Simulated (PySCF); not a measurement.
# C4H5F: the cost of one run

Programs: PySCF 2.14.0, with density-fitted response routines of our own. Each step states its level of theory. These are calculated values for one molecule in the gas phase, unless marked as measured. Atoms are numbered from 0 throughout.

### Step 1. The molecule as given

10 atoms, charge 0, multiplicity 1; geometry from: GFN2-xTB. The atoms were then displaced at random by about 0.01 Å, so the start is not that level's minimum.

Bonds of the start (Å): C0–C1 1.42, C1–C2 1.18, C2–C3 1.50, C3–F4 1.36, C0–H5 1.08, C0–H6 1.11, C0–H7 1.09, C3–H8 1.11, C3–H9 1.08.

### Step 2. Geometry optimisation at PBE0-D3(BJ)/def2-SVP

What the job is given:

```
{"job": {"xc": "PBE0", "basis": "def2-SVP", "d3": "d3bj", "grid": 1, "shake": 0.01, "kind": "geom"}, "charge": 0, "multiplicity": 1}
C     -2.023060     0.170020    -0.298710
C     -0.619660     0.034230    -0.175040
C      0.546800    -0.125460    -0.054190
C      2.038850    -0.245290     0.071040
F      2.644190     0.880590    -0.388810
H     -2.472640    -0.657820    -0.824010
H     -2.252380     1.095270    -0.872980
H     -2.485570     0.285390     0.676940
H      2.298840    -0.372720     1.142940
H      2.375050    -1.085130    -0.522400
```

On the command line:

```sh
OMP_NUM_THREADS=1 python probes_run.py task.json out
```

One launch serves the whole session: the jobs run in the order shown.

**Question.** How long does this first job take on 1 thread of Arm Neoverse N1, shared host, and how much memory does it need?

About 35 s, with a peak of 0.38 GiB.
